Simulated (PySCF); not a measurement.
Simulated C 1s region for `O=CC(F)F`, binding energy against the vacuum level.

Every computed line was given a Gaussian of 0.8 eV full width at half maximum and an area set by the number of equivalent atoms; the highest printed point is 100. Computed with delta-SCF UKS SCAN, pcX-2 on the ionised atom, pcseg-1 elsewhere, spin-free X2C (PySCF).

```csv
binding energy (eV),intensity
293.7,0
293.8,1
293.9,3
294.0,6
294.1,11
294.2,20
294.3,32
294.4,48
294.5,66
294.6,83
294.7,95
294.8,100
294.9,97
295.0,86
295.1,69
295.2,52
295.3,36
295.4,23
295.5,15
295.6,11
295.7,11
295.8,17
295.9,26
296.0,40
296.1,57
296.2,74
296.3,89
296.4,98
296.5,99
296.6,92
296.7,78
296.8,61
296.9,43
297.0,28
297.1,17
297.2,9
297.3,5
297.4,2
297.5,1
297.6,0
```

Q: How many maxima does the curve show, and how many computed lines lie under it?

A: The curve has 2 maxima (at 294.8 and 296.5 eV). Under it lie 2 lines from 2 inequivalent carbon sites.

Q: Decompose the envelope and assign each component. Numbering: `[O:1]=[CH:2][CH:3]([F:4])[F:5]`.

A: 
| position (eV) | relative area | line | atoms | environment |
| --- | --- | --- | --- | --- |
| 294.81 | 1 | C 1s | C2 | aldehyde carbon |
| 296.46 | 1 | C 1s | C3 | CHF2 carbon |

Q: Above which line width would these two lines show one maximum?

A: Two equal Gaussians merge once their distance is under 2σ = FWHM/1.177. With 1.65 eV between them that is a full width over 1.94 eV.

Lowest listed C 1s: C2, bonded to O (double bond), C and H. Highest, 1.65 eV above it: C3, bonded to 2 F, C and H.

The curve has no shake-up lines and no vibrational structure. Spin contamination (⟨S²⟩ against 0.75 for a pure doublet) is marked for C 1s of C2 (0.87), which makes this value less certain. The structure is a single PBE0-D3(BJ)/def2-SVP conformer in the gas phase; no vibrational or solvent corrections.

On an Arm Neoverse V1 with one thread (shared host), this took 13 s of wall time and 0.37 GiB of memory at its peak.

Shape of the structure used: `[O:1]=[CH:2][CH:3]([F:4])[F:5]`: O1–C2–C3–F4 -120°.
